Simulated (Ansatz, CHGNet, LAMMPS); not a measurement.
# Surface energy (computed: mean of the (100), (110) and (111) faces) of fcc Ag: levels of theory against measurement

Reference value: 1.25 J/m² (measured, 0 K, liquid surface tension extrapolated to 0 K by a phenomenological method; average over faces; as tabulated in Patra et al. (2017), arXiv:1702.08515).

Problem. Put these levels in order of the surface energy (computed: mean of the (100), (110) and (111) faces) that they give for fcc Ag, smallest first: CHGNet-r²SCAN (CHGNet), EAM u3 (LAMMPS), PBEsol (Ansatz, a first-principles code).

Solution. CHGNet-r²SCAN (0.55 J/m²), EAM u3 (0.69 J/m²), PBEsol (1.11 J/m²)

Differences against the reference: EAM u3 -45 %, CHGNet-r²SCAN -56 %, PBEsol -11.2 %.

Computed faces are unreconstructed. Each level is taken at its own relaxed cell. Ansatz's density-functional and Hartree–Fock values are scalar-relativistic unless marked +SOC, with PAW data made under PBE.

Empirical potentials (EAM u3) are fitted to chosen data, which need not cover the solid at hand: agreement can be built in, and what lay outside the fit can be far off. Machine-learned potentials (CHGNet-r²SCAN) are trained on DFT data, which may include these solids.

Differences are worked out from the printed values.
